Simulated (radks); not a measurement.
# Excited configurations of Cl²⁺

An exercise on one series of results from a longer session: the logs are not shown, and one member is left open.

Method: Dirac Kohn-Sham, LDA (Slater exchange, Perdew-Wang correlation), spin-unpolarised, spherical densities, point nucleus; open shells are shared between the two j in proportion to 2j + 1. Code: radks (a radial shooting solver on a logarithmic mesh, Libxc functionals) version 1.

## What is computed

```
element       : chlorine (Z = 17)
charge        : +2
electrons     : 15
configuration : [Ne] 3s2 3p3
```

Outer shells as boxes (Hund's rule):

Cl²⁺
```
[Ne] core
3s [↑↓]
3p [↑ ][↑ ][↑ ]
```

Set-up of the first run:

Settings of this run:

```text
Z 17
configuration [Ne] 3s2 3p3
relativity Dirac
functional lda,pw
spin unpolarised
j_filling average
nucleus point
c 137.035999084
```

Steps of the session up to this table: Ground configuration: [Ne] 3s2 3p3.

One table of the session follows, with a row left open; its other results are not shown here.

It belongs to the step «Ground configuration: [Ne] 3s2 3p3». From the orbitals of this run (lengths in bohr):

```
level      <r>  outermost maximum (interpolated)  90 % within  nodes
1s1/2  0.09121                            0.0596        0.163      0
2s1/2   0.4454                             0.363        0.697      1
2p1/2   0.4054                             0.300        0.674      0
2p3/2        ?                                 ?            ?      ?
3s1/2    1.442                              1.25         2.16      2
3p1/2    1.596                              1.34         2.44      1
3p3/2    1.602                              1.35         2.45      1
```

Estimate the missing values for 2p3/2.

As computed: <r>: 0.4077; outermost maximum (interpolated): 0.302; 90 % within: 0.678; nodes: 0. In the column «<r>» it lies between 2p1/2 (0.4054) and 2s1/2 (0.4454).

Caveats from the session: Spin polarisation and multiplet splitting are left out, so open shells lie too high by an amount that depends on their filling.
